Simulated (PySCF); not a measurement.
Compound: 1,4-dioxane, C4H8O2.
SMILES with atom numbers: `[CH2:1]1[CH2:2][O:3][CH2:4][CH2:5][O:6]1` (hydrogens: H7, H8 on C1; H9, H10 on C2; H11, H12 on C4; H13, H14 on C5)

Geometry (GFN2-xTB, Å), atoms numbered from 1 in this order:
```
atom  x, y, z in Å
C1     0.0698    1.3854    0.0800
C2     1.2805    0.4674    0.2668
O3     0.8791   -0.7894    0.7701
C4    -0.0700   -1.3858   -0.0887
C5    -1.2810   -0.4676   -0.2732
O6    -0.8796    0.7886   -0.7782
H7    -0.3892    1.5868    1.0600
H8     0.3625    2.3256   -0.3890
H9     1.7906    0.3358   -0.6997
H10    1.9772    0.8839    0.9954
H11   -0.3614   -2.3271    0.3789
H12    0.3883   -1.5850   -1.0695
H13   -1.9795   -0.8844   -0.9999
H14   -1.7878   -0.3347    0.6949
```

The closed-shell SCF was solved with PySCF and density fitting under several settings on one GFN2-xTB geometry (grid level 2 and gas phase unless stated).

```tsv
settings	basis functions	SCF cycles	E (Eh)	HOMO (eV)	LUMO (eV)	dipole (D)
PBE0/pcSseg-1	142	13	-307.2767	-6.86	1.73	0.00
CAM-B3LYP/def2-SVPD	190	12	-307.3171	-8.44	1.43	0.00
B3LYP/pcJ-1, energy threshold 1e-06 Eh	242	7	-307.6725	-6.62	1.44	0.00
B3LYP/pcSseg-0, IEF-PCM chloroform, grid level 3	70	11	-306.9459	-6.43	2.25	0.00
```

Q: Estimate the rows for these settings: (1) WP04/STO-3G; (2) PBE0/6-31G*.

A: 
| settings | basis functions | SCF cycles | E (Eh) | HOMO (eV) | LUMO (eV) | dipole (D) |
| --- | --- | --- | --- | --- | --- | --- |
| WP04/STO-3G | 38 | 11 | -310.6069 | -5.53 | 4.23 | 0.00 |
| PBE0/6-31G* | 100 | 13 | -307.3061 | -6.62 | 2.95 | 0.00 |

Q: Over all rows, what range does the HOMO–LUMO gap span?

A: From 8.06 eV (B3LYP/pcJ-1, energy threshold 1e-06 Eh) to 9.87 eV (CAM-B3LYP/def2-SVPD). The functional of the narrowest has 20 % exact exchange, that of the widest range-separated exact exchange.

Q: Compare two rows with the functional PBE0: PBE0/pcSseg-1 and PBE0/6-31G*. Which energy is lower, and by how much?

A: PBE0/6-31G* (100 functions) lies 0.0294 Eh or 18 kcal/mol below PBE0/pcSseg-1 (142 functions). The smaller set gives the lower energy; the two sets aren't nested, so the variational bound doesn't order them by size.

Cycle counts include a coarse-grid stage where the run had one. All basis functions are spherical, in the Pople sets too. WP04 was designed for NMR shieldings or shifts; total energies of different functionals aren't comparable. Geometry: GFN2-xTB, one conformer.
